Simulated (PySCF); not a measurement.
**Structure from NMR data**

The spectra below were simulated for a compound C6H6.

1H NMR (500 MHz, computed): δ 7.66 (s, 6H).

13C{1H} NMR (computed): δ 133.9 (CH, 6C).

PySCF 2.14.0 with density-fitted response routines calculation with coordinates at the GFN2-xTB level and σ from GIAO-PBE0/pcSseg-1; one conformer, non-relativistic Hamiltonian, fast rotation and ring inversion assumed for equivalent nuclei, in vacuum.

Shifts are taken against calculated references (same method and geometry level): TMS for 1H, 13C.

Deduce the structure.

Results:


1. The formula gives 4 degrees of unsaturation (1 ring in the answer).
2. 1 carbon signal for 6 carbons: some carbons are equivalent by symmetry or fast rotation.
3. Carbon types of the structure: 6 × CH, which accounts for all hydrogens.
4. δC 133.9: aromatic CH; the aromatic region.
5. δH 7.66: hydrogen on an aromatic CH; ring-current deshielding.

These data were computed for SMILES c1ccccc1.

The shifts were computed for this structure.

Shifts are as computed. Against solution values, carbons near 30 ppm lie about +3 ppm off and those near 130 ppm about +5 ppm. Of 246 compounds with measured shifts, 49 miss one by over three times the rms of a fit or turn the order of signals round; such compounds aren't used in these exercises.
